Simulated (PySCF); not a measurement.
Species: C₅H₈O.
SMILES with atom numbers: `[CH3:1][C@@H:2]1[CH2:3][CH2:4][C:5]1=[O:6]`

Probes without a nucleus sit at each ring's centroid and 1 Å off its mean plane on both sides; NICS is minus the shielding there, NICSzz its component along the normal. Level: GIAO CAM-B3LYP/pcSseg-2 (PySCF, non-relativistic, gas phase) on the PBE0-D3(BJ)/def2-SVP geometry, one conformer.

Ring bond lengths (Å): C2–C3 1.552, C3–C4 1.547, C4–C5 1.525, C5–C2 1.528.

**Question.** Give the NICS values of each ring in ppm.

**Answer.** 
```json
{"ring": "C2–C3–C4–C5", "type": "4-membered carbocycle; formal bonds all single", "NICS(0)": "5.8", "NICS(1), two faces": "-1.8 / -1.2", "NICS(1)zz, two faces": "-1.1 / 1.4", "rms pucker (Å)": "0.09", "centre to ring atoms, mean (Å)": "1.08"}
```

**Question.** What do they say, and how far can they be read as aromaticity?

**Answer.** 
- C2–C3–C4–C5: mean NICS(1)zz 0.1 ppm, near zero. C2, C3, C4 have four or more neighbours, so the value isn't read as a sign of a π ring current. NICS(0) lies 7 ppm above the mean NICS(1).

**Question.** At the second NICS(1) probe listed for ring C2–C3–C4–C5, 1 Å off the ring, what do the in-plane components average?

**Answer.** The isotropic value is a third of the trace: (3 × -1.2 − (1.4))/2 = -2.5 ppm.

**Question.** List the ring angles.

**Answer.** 
- C2–C3–C4–C5: C2 86.8°, C3 90.4°, C4 87.1°, C5 92.2°; sum 356.5° against 360° for a flat convex ring.

**Question.** How do the values depend on the level or the medium?

**Answer.** 
```
                  level  NICS(0), C2–C3–C4–C5  mean NICS(1)zz, C2–C3–C4–C5
CAM-B3LYP/pcSseg-2, gas                   5.8                          0.1
     PBE0/pcSseg-1, gas                   4.6                         -0.1
```

The geometry is the same throughout.

On Arm Neoverse V1, one thread (shared host), this took 63 s wall. This is the whole shielding run at CAM-B3LYP/pcSseg-2, SCF included.
